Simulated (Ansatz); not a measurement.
The input, for Ansatz 0.2.0:

```yaml
crystal:
  periodic: [false, false, false]
  atoms:
    - {symbol: Ge, position_ang: [0.000000, -0.020787, 0.000000]}
    - {symbol: H, position_ang: [0.000000, 0.749032, -1.334401]}
    - {symbol: H, position_ang: [0.000000, 0.749032, 1.334401]}
basis:
  gaussian: {orbitals: cc-pVDZ}
magnetization: {spin_polarized: false, initial_magnetization: 2}
correlation: {method: fic_mrcisd_q, electrons: valence, active_space: {window: {electrons: 6, orbitals: 4}}}
scf: {lower_state_search: off}
```

```sh
$ ansatz run in.yaml --threads 1 --pin off --events-out ev --progress --plain --max-ram 2393MiB
```

Roughly how long does this take on 1 thread of Intel Xeon Platinum 8375C, shared host, and how much host memory?

0.84 s wall and 0.11 GiB.

```
these checks for a lower state are left out or cut short: stability, starts, cluster_reference, orbital_swaps, neighbouring_geometries, increment
413 factors; integrals over basis functions are off by at most 1.2e-3 eV
mean field evaluation 1: about -56501.8763 eV, gradient 7.2e0 eV
mean field evaluation 2: about -56501.8775 eV, gradient 7.2e0 eV
mean field evaluation 4: about -56502.4474 eV, gradient 7.2e-1 eV
mean field evaluation 8: about -56502.4534 eV, gradient 6.7e-4 eV
mean field -56502.45335269 eV, -2076.4268619729 hartree, gradient 2.1e-6 eV, S^2 2.000000; 0 other end points of the search recorded, 0 dependent functions left out
reference -56502.45335269 eV, -2076.4268619729 hartree; 18, 16 occupied and 19, 21 virtual orbitals, 413 factors
state -56502.45335269 eV, -2076.4268619729 hartree
contracted CI cycle   1: correlation 0.00000000 eV, 0.0000000000 hartree, residual 1.33e1 eV
contracted CI cycle   2: correlation -2.71464756 eV, -0.0997614578 hartree, residual 3.21e0 eV
contracted CI cycle   3: correlation -2.85970777 eV, -0.1050923220 hartree, residual 9.02e-1 eV
contracted CI cycle   4: correlation -2.87336208 eV, -0.1055941090 hartree, residual 2.32e-1 eV
contracted CI cycle   5: correlation -2.87448578 eV, -0.1056354041 hartree, residual 5.83e-2 eV
contracted CI cycle   6: correlation -2.87455113 eV, -0.1056378057 hartree, residual 1.46e-2 eV
contracted CI cycle   7: correlation -2.87455469 eV, -0.1056379363 hartree, residual 4.50e-3 eV
contracted CI cycle   8: correlation -2.87455500 eV, -0.1056379479 hartree, residual 1.24e-3 eV
state -56502.45335269 eV, -2076.4268619729 hartree; corrected -56505.50652881 eV, -2076.5390641259 hartree
Total energy: -56505.50652881 eV, -2076.5390641259 hartree
Checks for a lower state left out: stability, starts, cluster_reference, orbital_swaps, neighbouring_geometries, increment
```
